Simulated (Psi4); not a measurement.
**SO2F2 (sulfuryl fluoride) at MP2/6-311+G(d,p)**

What is the vertical singlet–triplet gap of SO2F2 (sulfuryl fluoride) at MP2/6-311+G**? 

The results are computed with Psi4 1.11.

2 further runs of the same task are left out: 2 set aside as unsound or not needed.

## (1) The system as given

SO2F2 has 5 atoms, charge 0, and is taken as a singlet. SMILES: `O=S(=O)(F)F`. The coordinates come from a PBE0-D4/def2-TZVP relaxation.

Bond lengths: O1–S2 1.404 Å, S2–O3 1.404 Å, S2–F4 1.539 Å, S2–F5 1.539 Å. Angles: O1–S2–O3 124.9°, O1–S2–F4 108.1°, O1–S2–F5 108.1°, O3–S2–F4 108.1°, O3–S2–F5 108.1°, F4–S2–F5 95.6°.

## (2) The energy at MP2/6-311+G(d,p)

run.py

```python
import psi4

psi4.set_memory('1600 MB')
psi4.set_num_threads(1)
psi4.core.set_output_file('run.log', False)

molecule = psi4.geometry("""
0 1
O     -0.388200    -0.151100     1.421700
S      0.070900    -0.096900     0.095900
O      1.129600    -0.862200    -0.418700
F     -1.140900    -0.267600    -0.837400
F      0.328600     1.377800    -0.261400
units angstrom
symmetry c1
""")

options = {'basis': '6-311+G**', 'reference': 'rhf', 'puream': True, 'e_convergence': 1e-09, 'd_convergence': 1e-08, 'scf_type': 'pk', 'num_frozen_docc': 9, 'mp2_type': 'conv'}
psi4.set_options(options)

E, wfn = psi4.energy("mp2", return_wfn=True)
print(f'total energy {E:.8f} hartree = {E * 27.211386:.5f} eV')
```

The run is started by

```console
python run.py
```

run.log:

```text
[...]
  Running in c1 symmetry.
[...]
  Nuclear repulsion =  291.836081150759412
[...]
  Multiplicity = 1
[...]
  Nalpha       = 25
  Nbeta        = 25
[...]
    Number of basis functions: 118
[...]
   @RHF iter   1:  -745.89258060733596    5.87901e-01   6.91110e-03 ADIIS/DIIS
[...]
   @RHF iter  11:  -746.13018923800314   -1.63709e-11   8.25490e-09 DIIS
[...]
    Orbital Energies [Eh]
    ---------------------
    Doubly Occupied:
       1A    -92.354921     2A    -26.422229     3A    -26.422201
       4A    -20.641646     5A    -20.641613     6A     -9.322033
       7A     -7.008336     8A     -7.007765     9A     -7.006930
      10A     -1.799333    11A     -1.724809    12A     -1.544233
      13A     -1.464042    14A     -1.006353    15A     -0.899466
      16A     -0.840784    17A     -0.835311    18A     -0.783679
      19A     -0.766865    20A     -0.743249    21A     -0.696545
      22A     -0.635219    23A     -0.623081    24A     -0.576138
      25A     -0.560156
[...]
  @RHF Final Energy:  -746.13018923800314
   => Energetics <=
    Nuclear Repulsion Energy =            291.8360811507594121
    One-Electron Energy =               -1611.2786644480318046
    Two-Electron Energy =                 573.3123940592693089
    Total Energy =                       -746.1301892380031404
[...]
 Multipole Moments:
 ------------------------------------------------------------------------------------
     Multipole            Electronic (a.u.)      Nuclear  (a.u.)        Total (a.u.)
 ------------------------------------------------------------------------------------
 L = 1.  Multiply by 2.5417464519 to convert [e a0] to [Debye]
 Dipole X            :         -0.9453025            0.7479968           -0.1973057
 Dipole Y            :          1.2919181           -1.0223140            0.2696041
 Dipole Z            :         -1.2789526            1.0118444           -0.2671082
 Magnitude           :                                                    0.4277414
[...]
	SCS-MP2 Total Energy (a.u.)        :  -747.05033618947516
	SOS-MP2 Total Energy (a.u.)        :  -746.96055194574558
	SCSN-MP2 Total Energy (a.u.)       :  -746.60425004489548
[...]
	SOS-PI-MP2 Total Energy (a.u.)     :  -747.09894573036922
[...]
	MP2 Total Energy (a.u.)            :  -747.09151089231068
[...]
```

The script printed:

```text
total energy -747.09151089 hartree = -20329.39548 eV
```

It took 6.6 s on 1 thread of AMD EPYC 9R45 (Zen 5), shared host; peak memory 0.99 GiB.

## (3) The triplet

calc.dat

```
memory 1.6 GB

molecule {
  0 3
  O     -0.388200    -0.151100     1.421700
  S      0.070900    -0.096900     0.095900
  O      1.129600    -0.862200    -0.418700
  F     -1.140900    -0.267600    -0.837400
  F      0.328600     1.377800    -0.261400
  symmetry c1
  no_reorient
  no_com
}

set globals {
  basis           6-311+G**
  reference       uhf
  puream          true
  e_convergence   1e-09
  d_convergence   1e-08
  scf_type        pk
  num_frozen_docc 9
  mp2_type        conv
  maxiter         100
}

energy('mp2')
```

The run is started by

```console
psi4 -i calc.dat -o calc.out -n 1
```

calc.out:

```text
[...]
  Running in c1 symmetry.
[...]
  Nuclear repulsion =  291.836081150759412
[...]
  Multiplicity = 3
[...]
  Nalpha       = 26
  Nbeta        = 24
[...]
    Number of basis functions: 118
[...]
   @UHF iter   1:  -745.59852775622301    8.81954e-01   5.70224e-03 DIIS/ADIIS
[...]
   @UHF iter  33:  -745.80766421760882    2.27374e-13   8.18624e-09 DIIS
[...]
   @S^2 Observed:                2.065275264E+00
[...]
    Orbital Energies [Eh]
    ---------------------
    Alpha Occupied:
       1A    -92.335652     2A    -26.413057     3A    -26.413037
       4A    -20.729420     5A    -20.729286     6A     -9.311685
       7A     -6.992547     8A     -6.988378     9A     -6.988273
      10A     -1.809375    11A     -1.727303    12A     -1.631797
      13A     -1.580374    14A     -1.036598    15A     -0.910470
      16A     -0.894217    17A     -0.863425    18A     -0.803880
      19A     -0.783459    20A     -0.782215    21A     -0.737003
      22A     -0.736845    23A     -0.698996    24A     -0.685552
      25A     -0.651102    26A     -0.183535
    Alpha Virtual:
[...]
  @UHF Final Energy:  -745.80766421760882
   => Energetics <=
    Nuclear Repulsion Energy =            291.8360811507594121
    One-Electron Energy =               -1610.2827130832022249
    Two-Electron Energy =                 572.6389677148340525
    Total Energy =                       -745.8076642176088171
  UHF NO Occupations:
  HONO-2 :   24  A 1.9710855
  HONO-1 :   25  A 1.0000000
[...]
 Multipole Moments:
 ------------------------------------------------------------------------------------
     Multipole            Electronic (a.u.)      Nuclear  (a.u.)        Total (a.u.)
 ------------------------------------------------------------------------------------
 L = 1.  Multiply by 2.5417464519 to convert [e a0] to [Debye]
 Dipole X            :          0.3334443           -0.4631719           -0.1297276
 Dipole Y            :         -0.4550567            0.6330583            0.1780016
 Dipole Z            :          0.4484076           -0.6251214           -0.1767138
 Magnitude           :                                                    0.2823855
[...]
	SCS-MP2 Total Energy (a.u.)        :  -746.72241226036647
	SOS-MP2 Total Energy (a.u.)        :  -746.63052177236261
	SCSN-MP2 Total Energy (a.u.)       :  -746.29284599426933
[...]
	SOS-PI-MP2 Total Energy (a.u.)     :  -746.76766469815482
[...]
	MP2 Total Energy (a.u.)            :  -746.76905031058186
[...]
```

Run time: 11 s. Hardware: 1 thread of AMD EPYC 9R45 (Zen 5), shared host; peak memory 1 GiB.

## (4) Outcome

At MP2/6-311+G**, 9 core orbitals frozen:

```
                                                           quantity          value
                                              singlet: total energy  -747.09151 Eh
                       singlet: HOMO energy (Hartree–Fock orbitals)      -15.24 eV
                       singlet: LUMO energy (Hartree–Fock orbitals)        1.68 eV
                     singlet: HOMO–LUMO gap (Hartree–Fock orbitals)       16.92 eV
               singlet: correlation energy (9 core orbitals frozen)     -961.3 mEh
                                              triplet: total energy  -746.76905 Eh
triplet: HOMO energy (Hartree–Fock orbitals) (highest over α and β)       -4.99 eV
 triplet: LUMO energy (Hartree–Fock orbitals) (lowest over α and β)       -3.42 eV
               triplet: correlation energy (9 core orbitals frozen)     -961.4 mEh
                         triplet: ⟨S²⟩ of the reference determinant          2.065
                   vertical energy of the triplet above the singlet       8.775 eV
```

At this shape the triplet lies 8.77 eV (202 kcal/mol) above the singlet.
